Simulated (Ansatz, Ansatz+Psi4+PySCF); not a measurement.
```csv
atom,x (Å),y (Å),z (Å)
S,0.0000,0.0000,1.5611
C,0.0000,0.0000,0.0000
S,0.0000,0.0000,-1.5611
```

Basis set: cc-pVTZ on C; cc-pV(T+d)Z on S (spherical functions). Left uncorrelated: 11 orbitals. Charge 0, multiplicity 1.

Computed with Ansatz (development build ahead of 0.2.0); each method stands on the lowest determinant of its kind that the runs found. Restricted open shells among the atoms or ions are ROHF, correlated in semicanonical orbitals with singles.

**Question.** Give the atomization energy at this shape (free ground-state atoms in the same class of orbitals less the molecule, no zero-point energy) of singlet CS2 by RHF-CCSD(T), RHF-CCSD, RHF-MP2.

**Answer.**

```json
{"method": "RHF-CCSD(T)", "atomization energy": "11.55 eV"}
{"method": "RHF-CCSD", "atomization energy": "10.92 eV"}
{"method": "RHF-MP2", "atomization energy": "12.32 eV"}
```

Caution: large share of triples, a single reference is doubtful.
